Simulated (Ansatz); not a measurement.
# H$_{3}$Ge–C, quartet: reading a ladder of total energies

Geometry: that of the H3Ge–C, doublet, kept fixed.

```yaml
atoms:
  - { symbol: Ge, position_ang: [0.0009, 0.0000, 0.2537] }
  - { symbol: C, position_ang: [-0.0202, 0.0000, -1.7240] }
  - { symbol: H, position_ang: [1.5050, 0.0000, 0.5922] }
  - { symbol: H, position_ang: [-0.6656, 1.2600, 0.8325] }
  - { symbol: H, position_ang: [-0.6655, -1.2601, 0.8325] }
```

Basis cc-pVTZ; Ansatz 0.2.0. Correlated methods freeze the noble-gas cores and the filled d shells of p-block atoms, which leaves 11 electrons in 100 orbitals. Prefix R: restricted or restricted open-shell reference; prefix U: unrestricted. No spin–orbit coupling is included, and no scalar relativity.

Full CI isn't at hand for all of this; UCCSDT(Q) serves as the reference, and is uncertain by about the last step of the cluster series.

Runs differ by some tens of microhartree through their thresholds and, for an open shell, their frozen cores, so steps under 0.03 kcal/mol mean nothing.

```csv
level,total energy (hartree)
UHF,-2114.877342
UMP2,-2115.073068
UCCSD,-2115.110545
UCCSD(T),-2115.117794
UCCSDT,-2115.119049
UCCSDT(Q),-2115.119318
```

Question: What is the correlation energy at UCCSDT(Q), and what share of it do UMP2 and UCCSD(T) recover?

Answer: E(corr) = -2115.119318 − (-2114.877342) = -0.241976 hartree = -6.585 eV. UMP2: -0.195726 / -0.241976 = 80.89 %. UCCSD(T): -0.240452 / -0.241976 = 99.37 %.

Question: By how many kcal/mol does UCCSD(T) miss UCCSDT(Q) (1 hartree = 627.509 kcal/mol), and which steps make up the rest?

Answer: -2115.117794 − (-2115.119318) = 0.001524 hartree = 0.96 kcal/mol. Steps: UCCSDT − UCCSD(T) = -0.79, UCCSDT(Q) − UCCSDT = -0.17 kcal/mol. Differences between like states or geometries often cancel part of this.
